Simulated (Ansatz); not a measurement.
Start from Au in the fcc (Cu type) structure (space group Fm-3m, No. 225; a = 4.124 Å).

Computed with Kohn–Sham DFT with the r2SCAN functional, run in Ansatz (a quantum-chemistry and plane-wave program) with PAW and 500 eV plane waves, without spin-orbit coupling.

It is then changed as follows: full substitution Au → Ir, then cell and atoms are relaxed.

Measured lattice parameter a: Au 4.062 Å (static lattice; corrected from measurement; as listed in Daniel Mejia-Rodriguez, S. B. Trickey, Phys. Rev. B (2018)); Ir 3.831 Å (static lattice; corrected from measurement; as listed in Daniel Mejia-Rodriguez, S. B. Trickey, Phys. Rev. B (2018)).

Question: How well does r2SCAN reproduce the measured shift?

Answer: With r2SCAN the lattice parameter a moves by -0.280 Å (4.124 → 3.844) against -0.231 Å measured.

No phonon test of stability was made. All final runs are without spin polarisation.
